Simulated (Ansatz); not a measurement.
Relaxation of CH₈OSi (11 atoms, charge 0, multiplicity 1), to a largest force component of 0.03 eV/Å in at most 50 steps.

The calculation used RKS B3LYP-D4/def2-SVP (Ansatz 0.2.0).

```xyz
11
Properties=species:S:1:pos:R:3:forces:R:3
Si 0.276 -0.008 0.104 0.16 -0.06 -0.43
C 0.133 -0.047 1.982 0.12 -0.03 0.45
H -0.635 -0.758 2.330 0.03 0.02 -0.02
H 1.084 -0.366 2.438 -0.01 0.02 0.00
H -0.102 0.950 2.389 0.01 -0.03 0.00
H 1.704 -0.298 -0.250 0.00 0.00 0.00
H -0.048 1.318 -0.485 -0.01 0.00 0.00
H -0.533 -1.091 -0.527 0.00 0.02 -0.02
O -2.477 0.544 0.768 0.15 -0.07 0.76
H -2.856 -0.323 0.567 0.01 0.01 0.01
H -2.111 0.431 1.674 -0.46 0.13 -0.75
```

Problem. Where does it end, and by what steps?

Solution. It converged. The force dipped under the threshold on the way, but the program's further checks kept it going. After 20 steps the energy has fallen by 0.135 eV; H11 moved furthest, 1.04 Å.

```
step  energy less start (eV)  largest force component (eV/Å)  accepted
   0                  0.0000                           0.759       yes
   1                 -0.0486                           0.379       yes
   2                 -0.0223                           0.677        no
   3                 -0.0585                           0.162       yes
   4                 -0.0640                           0.273       yes
   5                 -0.0639                           0.711        no
   6                 -0.0689                           0.127       yes
   7                 -0.0730                           0.137       yes
   8                 -0.0766                           0.535       yes
   9                 -0.0825                           0.645       yes
  10                 -0.1085                           0.199       yes
  11                 -0.1030                           0.578        no
  12                 -0.1193                           0.077       yes
  13                 -0.1250                           0.181       yes
  14                 -0.1190                           0.858        no
  15                 -0.1303                           0.046       yes
  16                 -0.1333                           0.017       yes
  17                 -0.1317                           0.448        no
  18                 -0.1341                           0.112       yes
  19                 -0.1341                           0.168       yes
  20                 -0.1349                           0.004       yes
```

```xyz
11
Properties=species:S:1:pos:R:3
Si 0.444 0.058 0.101
C 0.322 -0.043 1.983
H -0.737 0.009 2.272
H 0.749 -0.986 2.360
H 0.861 0.791 2.462
H 1.881 -0.051 -0.306
H -0.071 1.358 -0.414
H -0.285 -1.071 -0.547
O -2.724 0.212 0.695
H -2.939 -0.688 0.974
H -3.066 0.763 1.412
```

Run time: 30 s on 2 threads of AMD EPYC 7B13 (Zen 3), with other jobs on the host, peak memory 0.18 GiB.
